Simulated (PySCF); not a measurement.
Method: PBE-D3(BJ)/def2-TZVP // PBE0-D3(BJ)/def2-TZVP (PySCF). All species are isolated molecules in the gas phase. One relaxed conformer stands for a flexible species; it need not be the lowest. 

Reference species (SMILES): `[CH]C=O` (triplet; the order of the spin states depends on the level; H–C–C–O torsion 0°) (neutral, multiplicity 3).

```
Property                          Value
-----------------------------  --------
highest occupied spin orbital  -6.30 eV
```

Changed species: `[AlH2][CH]` (lower triplet) (X = AlH2, multiplicity 3; the reference has X = formyl, multiplicity 3).

Q: What does the change do to the highest occupied spin orbital?

A: the highest occupied spin orbital rises by 0.63 eV, to -5.67 eV.
